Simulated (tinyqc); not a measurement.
Inside a calculation. Method: ROHF in the sto-3g basis, for CH2, spin multiplicity 3. One step of it, computed by the program tinyqc.

Task: Iteration 1: diagonalisation and new density. Diagonalise F' = X^T F X, C = X C', fill 5 alpha and 3 beta electrons from the bottom; D(s) = C_occ C_occ^T. Each column has its largest component positive (the first on a tie).

effective F (hartree):
```
             1C 1s      1C 2s     1C 2px     1C 2py     1C 2pz      2H 1s      3H 1s
1C 1s   -13.534217  -3.309112   0.000000  -0.000005  -0.023104  -0.722077  -0.717481
1C 2s    -3.309112  -1.907754   0.000000   0.000054   0.115127  -0.653321  -0.650463
1C 2px    0.000000   0.000000  -0.888631   0.000000   0.000000   0.000000   0.000000
1C 2py   -0.000005   0.000054   0.000000  -0.942532   0.000195  -0.365810   0.364842
1C 2pz   -0.023104   0.115127   0.000000   0.000195  -1.041374  -0.212479  -0.212182
2H 1s    -0.722077  -0.653321   0.000000  -0.365810  -0.212479  -0.498046  -0.170939
3H 1s    -0.717481  -0.650463   0.000000   0.364842  -0.212182  -0.170939  -0.495090
```

X:
```
                1          2          3         4          5          6         7
1C 1s   -0.302312   0.003139   0.772426  0.000000  -0.601116  -0.000408  0.172521
1C 2s    1.184968  -0.009060  -0.342016  0.000000  -0.303789  -0.000856  0.437940
1C 2px   0.000000   0.000000   0.000000  1.000000   0.000000   0.000000  0.000000
1C 2py   0.010381   1.025539  -0.000005  0.000000   0.000477   0.626257  0.001096
1C 2pz   0.603434  -0.004953   0.621681  0.000000   0.647655  -0.000727  0.217661
2H 1s   -0.823447  -0.825038  -0.161596  0.000000   0.130354   0.385235  0.367898
3H 1s   -0.805967   0.837935  -0.162019  0.000000   0.130560  -0.387175  0.366269
```

Give: F' = X^T F X; orbital energies; coefficients C; D(alpha) after iteration 1; D(beta) after iteration 1.

Result:

F' = X^T F X (hartree):
```
         1        2        3        4        5        6        7
1  -0.4113   0.0031   1.0293   0.0000  -0.8863  -0.0022   0.0406
2   0.0031  -0.1955  -0.0132   0.0000   0.0119  -0.3051  -0.0023
3   1.0293  -0.0132  -6.7574   0.0000   5.4599   0.0054  -2.6810
4   0.0000   0.0000   0.0000  -0.8886   0.0000   0.0000   0.0000
5  -0.8863   0.0119   5.4599   0.0000  -6.5046  -0.0052   2.7598
6  -0.0022  -0.3051   0.0054   0.0000  -0.0052  -0.8202   0.0020
7   0.0406  -0.0023  -2.6810   0.0000   2.7598   0.0020  -2.1472
```

orbital energies (hartree): MO1 -13.5346, MO2 -1.2468, MO3 -0.9656, MO4 -0.9445, MO5 -0.8886, MO6 -0.0735, MO7 -0.0712

coefficients C:
```
            MO1      MO2      MO3      MO4     MO5      MO6      MO7
1C 1s    1.0014  -0.2160  -0.1328  -0.0011  0.0000   0.1099   0.0006
1C 2s   -0.0065   0.8943   0.5389   0.0043  0.0000  -0.8455  -0.0033
1C 2px   0.0000   0.0000   0.0000   0.0000  1.0000   0.0000   0.0000
1C 2py   0.0000   0.0002  -0.0088   0.9669  0.0000  -0.0066   0.7135
1C 2pz   0.0008  -0.5124   0.8565   0.0076  0.0000  -0.4703  -0.0021
2H 1s    0.0022  -0.0128  -0.0037   0.0442  0.0000   0.9244  -0.9105
3H 1s    0.0021  -0.0128  -0.0033  -0.0437  0.0000   0.9103   0.9211
```

D(alpha) after iteration 1:
```
          1C 1s    1C 2s  1C 2px   1C 2py   1C 2pz    2H 1s    3H 1s
1C 1s    1.0671  -0.2713  0.0000   0.0000  -0.0023   0.0054   0.0054
1C 2s   -0.2713   1.0903  0.0000  -0.0004   0.0034  -0.0132  -0.0134
1C 2px   0.0000   0.0000  1.0000   0.0000   0.0000   0.0000   0.0000
1C 2py   0.0000  -0.0004  0.0000   0.9349  -0.0003   0.0428  -0.0422
1C 2pz  -0.0023   0.0034  0.0000  -0.0003   0.9963   0.0037   0.0034
2H 1s    0.0054  -0.0132  0.0000   0.0428   0.0037   0.0021  -0.0018
3H 1s    0.0054  -0.0134  0.0000  -0.0422   0.0034  -0.0018   0.0021
```

D(beta) after iteration 1:
```
          1C 1s    1C 2s  1C 2px   1C 2py   1C 2pz    2H 1s    3H 1s
1C 1s    1.0671  -0.2713  0.0000   0.0011  -0.0023   0.0054   0.0053
1C 2s   -0.2713   1.0903  0.0000  -0.0046   0.0034  -0.0134  -0.0132
1C 2px   0.0000   0.0000  0.0000   0.0000   0.0000   0.0000   0.0000
1C 2py   0.0011  -0.0046  0.0000   0.0001  -0.0076   0.0000   0.0000
1C 2pz  -0.0023   0.0034  0.0000  -0.0076   0.9962   0.0034   0.0037
2H 1s    0.0054  -0.0134  0.0000   0.0000   0.0034   0.0002   0.0002
3H 1s    0.0053  -0.0132  0.0000   0.0000   0.0037   0.0002   0.0002
```
